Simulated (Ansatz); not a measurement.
Ideal-gas functions of CH₃−, SMILES `[CH3-]` at 800 K and 1 bar, from an Ansatz frequency run at PBE0-D4/def2-TZVPD.

Molar mass 15.03 g/mol, point group C3v (symmetry number 3), electronic degeneracy 1, moments of inertia 2.049, 2.049, 3.122 u Å². Harmonic wavenumbers (cm⁻¹, unscaled): 976, 1422, 1422, 2857, 2924, 2924.

Use S(trans) = R[1.5 ln M + 2.5 ln T − 1.1517]; rotational temperatures θ = 24.2544 K / I; S(rot) = R[ln(√π/σ · √(T³/θAθBθC)) + 1.5]; for each mode x = 1.438777 ν̃/T, S = R[x/(eˣ − 1) − ln(1 − e⁻ˣ)] and H = RT x/(eˣ − 1); 1 cm⁻¹ = 0.0119627 kJ/mol; R = 8.31446 J/(mol·K).

Question: By hand: the entropy, in J/(mol·K).

Answer: Translation 163.2. Rotation: θ = 11.8372, 11.8372, 7.7689 K, giving 62.4. Vibration, mode by mode: 4.63, 2.46, 2.46, 0.30, 0.27, 0.27, in all 10.4. Electronic 0.0. Sum 236.0 J/(mol·K).

Question: By hand: H − E and G − E in kJ/mol, counted from the electronic energy.

Answer: Zero-point energy ½ × 12525 × 0.0119627 = 74.9; thermal vibration 5.9; translation, rotation and pV give 4 RT = 26.6. H − E = 107.4 kJ/mol, and G − E = 107.4 − 800 × 236.0/1000 = -81.4 kJ/mol.

Vibration gives 4 % of the entropy.
